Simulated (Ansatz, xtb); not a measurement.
# CHOP: where a starting geometry ends

The starting geometry of this gas-phase singlet has its atoms placed at random.

```tsv
atom	x (Å)	y (Å)	z (Å)
C	0.6417	0.9309	-0.5168
O	-0.6042	-0.0479	-1.3853
P	-0.0458	0.2812	0.9041
H	0.3865	1.7459	0.2250
```

Question: One run relaxed it with r2SCAN-D4/def2-SVP. What is a likely outcome?

Answer: It ends as a structure given below by its coordinates. Distances that change by over a tenth: O2–P3 (2.38 → 2.07 Å). Contacts that open: P3–H4 (1.67 → 2.68 Å). Contacts that close: C1–O2 (1.81 → 1.28 Å).

The energy falls by 5.17 eV over 12 steps:

| step | E − E(last) (eV) |
| --- | --- |
| 1 | 5.170 |
| 2 | 3.382 |
| 3 | 2.113 |
| 5 | 1.434 |
| 6 | 0.868 |
| 7 | 0.529 |
| 8 | 0.090 |
| 10 | 0.005 |
| 11 | 0.000 |
| 12 | 0.000 |

Final geometry (Å):

```json
{"atom": "C", "x (Å)": "0.1962", "y (Å)": "0.9733", "z (Å)": "-0.1895"}
{"atom": "O", "x (Å)": "-0.3428", "y (Å)": "0.2659", "z (Å)": "-1.1154"}
{"atom": "P", "x (Å)": "-0.0553", "y (Å)": "-0.3265", "z (Å)": "0.8519"}
{"atom": "H", "x (Å)": "0.5801", "y (Å)": "1.9972", "z (Å)": "-0.3201"}
```

From the same start GFN2-xTB reaches the same bonding as this run.

From so rough a start the end depends on the optimiser's path, so another program may land elsewhere. The end wasn't checked by frequencies. Run with Ansatz 0.2.0, 21 s on 1 thread of Intel(R) Xeon(R) Platinum 8259CL CPU @ 2.50GHz (Skylake/Cascade Lake), on a shared host.
